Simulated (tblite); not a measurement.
Isomers of [C5H12P]+ (charge +1). Level: GFN2-xTB in tblite, geometry and Hessian alike; calculated harmonic values, unscaled, isolated species. This tight-binding method is rough: wavenumbers can miss measured ones by several per cent, in bad cases by 10 to 20. Modes of hydrogen on phosphorus can be 10 to 20 % off. One conformer each.

Electronic energies: GFN2-xTB at the same geometries; isomer energies are rough at this level and their order can be wrong.

| SMILES | electronic energy, lowest = 0 (kcal/mol) |
| --- | --- |
| CC[P+]1(C)CC1 | 13.3 |
| C[PH+](C)C1CC1 | 0.0 |
| C/C=C/[PH2+]CC | 9.2 |

Q: How do GFN2-xTB zero-point energies change the relative energies?

A: 
```tsv
SMILES	ZPE (kcal/mol)	of it from modes above 1550 cm⁻¹	electronic (kcal/mol)	with ZPE, lowest = 0 (kcal/mol)	lowest mode (cm⁻¹)	rings
C[PH+](C)C1CC1	96.1	51.2	0.0	0.0	52	1
C/C=C/[PH2+]CC	95.1	52.3	9.2	8.2	51	0
CC[P+]1(C)CC1	97.0	51.9	13.3	14.2	52	1
```

The zero-point energies span 1.9 kcal/mol, from `C/C=C/[PH2+]CC` to `CC[P+]1(C)CC1`. The order is unchanged.

Q: What do entropy and thermal enthalpy add at 298.15 K and 1 bar (rigid rotor, harmonic oscillator, one conformer each)?

A: 
```json
{"SMILES": "C[PH+](C)C1CC1", "point group": "Cs", "symmetry number": "1", "S (cal/(mol K))": "90.1", "H − H(0) (kcal/mol)": "6.04", "ZPE + H − H(0) − TS (kcal/mol)": "75.3"}
{"SMILES": "C/C=C/[PH2+]CC", "point group": "C1", "symmetry number": "1", "S (cal/(mol K))": "93.8", "H − H(0) (kcal/mol)": "6.41", "ZPE + H − H(0) − TS (kcal/mol)": "73.6"}
{"SMILES": "CC[P+]1(C)CC1", "point group": "C1", "symmetry number": "1", "S (cal/(mol K))": "91.1", "H − H(0) (kcal/mol)": "6.16", "ZPE + H − H(0) − TS (kcal/mol)": "76.0"}
```
